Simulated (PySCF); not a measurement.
C4H7N.
Numbering: `[NH2:1][C@@H:2]1[CH:3]=[CH:4][CH2:5]1` (hydrogens: H6, H7 on N1; H8 on C2; H9 on C3; H10 on C4; H11, H12 on C5)

The same species was optimised twice, with GFN2-xTB and with PBE0-D3(BJ)/def2-SVP (PySCF), and the same property calculations (PySCF, gas phase) were run on both structures.

| coordinate | GFN2-xTB | PBE0-D3(BJ)/def2-SVP | change |
| --- | --- | --- | --- |
| C3–H9 (Å) | 1.074 | 1.094 | +0.020 |
| C4–H10 (Å) | 1.075 | 1.094 | +0.019 |
| C5–H11 (Å) | 1.089 | 1.104 | +0.015 |
| C3=C4 (Å) | 1.328 | 1.341 | +0.013 |
| C5–H12 (Å) | 1.090 | 1.103 | +0.013 |
| C2–H8 (Å) | 1.094 | 1.105 | +0.011 |
| C2–C5 (Å) | 1.571 | 1.578 | +0.007 |
| C4–C5 (Å) | 1.503 | 1.508 | +0.005 |
| N1–C2 (Å) | 1.440 | 1.436 | -0.004 |
| N1–H6 (Å) | 1.015 | 1.019 | +0.004 |
| N1–H7 (Å) | 1.014 | 1.018 | +0.004 |
| C2–C3 (Å) | 1.510 | 1.513 | +0.003 |
| N1–C2–C5 (°) | 119.7 | 121.5 | +1.8 |
| C5–C2–H8 (°) | 112.7 | 111.0 | -1.7 |
| C5–C4–H10 (°) | 130.8 | 132.1 | +1.3 |
| C2–C5–H12 (°) | 114.2 | 112.9 | -1.3 |
| C3–C2–H8 (°) | 113.8 | 112.5 | -1.3 |
| H6–N1–H7 (°) | 108.4 | 107.3 | -1.1 |
| C3–C4–H10 (°) | 134.2 | 133.1 | -1.1 |
| C2–C5–H11 (°) | 115.7 | 116.5 | +0.8 |

Rotational constants: A = 10683, B = 4836, C = 3834 MHz (GFN2-xTB) against A = 10679, B = 4763, C = 3765 MHz (PBE0-D3(BJ)/def2-SVP).

On the GFN2-xTB structure: HOMO (eV) -6.65 [PBE0/pcSseg-1]; LUMO (eV) 0.31 [PBE0/pcSseg-1]; dipole (D) 1.30 [PBE0/pcSseg-1]; GIAO shielding of N1 (ppm) 214.3 [PBE0/pcSseg-1]; GIAO shielding of C2 (ppm) 127.9 [PBE0/pcSseg-1]; GIAO shielding of C3 (ppm) 37.2 [PBE0/pcSseg-1]; GIAO shielding of C4 (ppm) 41.4 [PBE0/pcSseg-1]; GIAO shielding of C5 (ppm) 139.5 [PBE0/pcSseg-1].

Question: What do these properties become on the PBE0-D3(BJ)/def2-SVP structure?

Answer: 
```json
{"property": "HOMO (eV)", "level": "PBE0/pcSseg-1", "on GFN2-xTB": "-6.65", "on PBE0-D3(BJ)/def2-SVP": "-6.72", "change": "-0.07"}
{"property": "LUMO (eV)", "level": "PBE0/pcSseg-1", "on GFN2-xTB": "0.31", "on PBE0-D3(BJ)/def2-SVP": "0.25", "change": "-0.06"}
{"property": "dipole (D)", "level": "PBE0/pcSseg-1", "on GFN2-xTB": "1.30", "on PBE0-D3(BJ)/def2-SVP": "1.29", "change": "-0.01"}
{"property": "energy, GFN2-xTB geometry as zero (kcal/mol)", "level": "PBE0/pcSseg-1", "on GFN2-xTB": "0.0", "on PBE0-D3(BJ)/def2-SVP": "-0.5", "change": "-0.5"}
{"property": "GIAO shielding of N1 (ppm)", "level": "PBE0/pcSseg-1", "on GFN2-xTB": "214.3", "on PBE0-D3(BJ)/def2-SVP": "214.2", "change": "-0.1"}
{"property": "GIAO shielding of C2 (ppm)", "level": "PBE0/pcSseg-1", "on GFN2-xTB": "127.9", "on PBE0-D3(BJ)/def2-SVP": "126.3", "change": "-1.6"}
{"property": "GIAO shielding of C3 (ppm)", "level": "PBE0/pcSseg-1", "on GFN2-xTB": "37.2", "on PBE0-D3(BJ)/def2-SVP": "33.3", "change": "-3.9"}
{"property": "GIAO shielding of C4 (ppm)", "level": "PBE0/pcSseg-1", "on GFN2-xTB": "41.4", "on PBE0-D3(BJ)/def2-SVP": "39.4", "change": "-2.0"}
{"property": "GIAO shielding of C5 (ppm)", "level": "PBE0/pcSseg-1", "on GFN2-xTB": "139.5", "on PBE0-D3(BJ)/def2-SVP": "136.4", "change": "-3.1"}
```

The heavy atoms differ by 0.017 Å rms after alignment. Among all bonds C3–H9 and C4–H10 change most and about equally (+0.019 to +0.020 Å). Changes are differences of the printed values. Neither structure is proved a minimum here.

The values belong to the conformer `[NH2:1][C@@H:2]1[CH:3]=[CH:4][CH2:5]1`: H–N1–C2–C3 55°, H–N1–C2–C3 174°.
